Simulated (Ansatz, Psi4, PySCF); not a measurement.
Process, species as SMILES: OCC + C (CH4) -> CC (C2H6) [ethane] + CO (CH4O)

Wanted: bond separation energy (enthalpy at 298 K), in kcal/mol. Terms: 6-311+G** with 5d; frozen cores in correlated levels; six Cartesian d functions in 6-31G* and its kin unless marked 5d; non-relativistic; dispersion terms only where a functional's name holds one; no spin-orbit coupling. Basis-set limits of correlation are two-point, X^-3; Hartree-Fock from the larger set. The bracket is a focal-point correction in the basis named. Ab initio and DFT rows: single points at B3LYP-D3(BJ) geometries (Ansatz, a program for electronic structure), with unscaled harmonic terms from B3LYP/6-31G* (Ansatz) at its own minima.

Measured values: Active Thermochemical Tables 1.112 (ions: stationary electron), as tabulated in the package chemicals; they hold spin-orbit and core effects, anharmonicity and other conformers. 

Value to compare with, the measured value: 5.9 kcal/mol.

```tsv
level	program	bond separation energy (enthalpy at 298 K) (kcal/mol)	error
HF/STO-3G	Ansatz	2.8	-3.1
HF/3-21G	Ansatz	5.3	-0.6
SVWN5/6-31G*	Ansatz	6.4	0.5
BLYP/6-31G*	Ansatz	5.1	-0.8
BP86/def2-SVP	PySCF	5.4	-0.5
B3LYP/6-31G	Ansatz	5.9	0.0
B3LYP/6-31G*	Ansatz	5.1	-0.8
B3LYP/6-31+G*	Ansatz	5.2	-0.7
M06-2X/6-31G* (5d)	PySCF	5.5	-0.4
M06-2X/6-311+G**	PySCF	5.6	-0.3
wB97X-D/6-31G*	Psi4	5.2	-0.7
MP2/STO-3G	Ansatz	2.7	-3.2
MP2/3-21G	Ansatz	5.9	0.0
MP2/6-31G*	Ansatz	5.9	0.0
B3LYP-D3(BJ)/def2-TZVPD	Ansatz + dftd3	5.2	-0.7
B2PLYP-D3(BJ)/def2-TZVPD	Ansatz + dftd3	5.5	-0.4
RI-MP2/CBS(cc-pVTZ,cc-pVQZ)+[CCSD(T)-MP2]/cc-pVTZ	Ansatz	5.7	-0.2
```

1 of the 14 habitual levels lie above the measured value; their mean absolute error is 0.8 kcal/mol, the median 0.6.

The levels are drawn from those run, B3LYP/6-31G* more often than the rest, none by its result; left out are runs that failed, that the program found above a lower state of the same kind, or whose <S^2> lies over 0.5 above the pure value.
